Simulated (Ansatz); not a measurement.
Two isomers of C3H5NO: A = `NC1=COC1`, B = `COCC#N`.

Calculated with Ansatz (gas phase, PBE0-D4/def2-TZVP geometries, no zero-point term in ΔE). CBS: MP2 limit from def2 TZ/QZ plus the TZ coupled-cluster correction, frozen cores. This one scheme is used for every species. Functionals use def2-TZVPP. B3LYP here is the variant with VWN-RPA as its local correlation; programs differ in this. Each species was taken in one conformer, which may not be the lowest.

Question: Which isomer does CCSD(T)/CBS put lower? Give the gap. (Estimate.)

Answer: Computed: B, by 25.7 kcal/mol.

Question: Give E(B) − E(A) in kcal/mol with ωB97M-V, CCSD(T)/def2-SVP, LDA (SPW92), PBE-D4, r2SCAN-D4, MP2/def2-TZVPP, B3LYP. (An estimate is asked.)

Answer: Ansatz gave: ωB97M-V -24.3, CCSD(T)/def2-SVP -30.5, LDA (SPW92) -9.5, PBE-D4 -18.1, r2SCAN-D4 -21.6, MP2/def2-TZVPP -28.0, B3LYP -26.0. None reverses the order clearly.

Question: Does the order hold for the free energy at 298.15 K (harmonic terms from PBE0-D4)? (Estimate.)

Answer: Ansatz gave: Yes: G(B) − G(A) = -27.2 kcal/mol, for one conformer each.

Largest T1 diagnostic: 0.013.

At CCSD(T), def2-SVP lies −4.8 kcal/mol from the extrapolated value and def2-TZVPP −2.3 kcal/mol. Leaving LDA and LC-ωPBE aside and taking each functional with its dispersion term where it has one, the values, not all of them listed here, spread over 9.8 kcal/mol, from B2PLYP to PBE-D4. LDA lies +8.9 kcal/mol from PBE without D4.
